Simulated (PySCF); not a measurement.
Molecule: `C[C@@H]1S[C@@H]1F`, C3H5FS.

Atom-mapped SMILES (the numbers label the heavy atoms): `[CH3:1][C@@H:2]1[S:3][C@@H:4]1[F:5]`. Each H is labelled by its parent atom.

Geometry PBE0-D3(BJ)/def2-SVP throughout; GIAO in PySCF 2.14.0 with density-fitted response routines, gas phase, one conformer, non-relativistic; equivalent atoms averaged; functional PBE0.

For orientation, IGLO-III gives these absolute shieldings σ: C4 93.5, C2 146.0, C1 166.0, S3 629.1, F5 383.2, H(C4) 25.41, H(C2) 28.59, H(C1) 29.87 ppm.

A run gave: C4 115.8, C2 165.7, C1 182.1, S3 663.5, F5 386.2, H(C4) 26.84, H(C2) 29.67, H(C1) 30.93 ppm (absolute shieldings σ).

Question: Which basis set was used in that run?
A. def2-TZVP
B. STO-3G
C. 6-31G
D. 6-31G*
E. pcSseg-1

Answer: C. H(C4) tells them apart best: 6-31G gives 26.84, def2-TZVP gives 25.61, STO-3G gives 29.74, pcSseg-1 gives 25.45, 6-31G* gives 26.15 ppm.
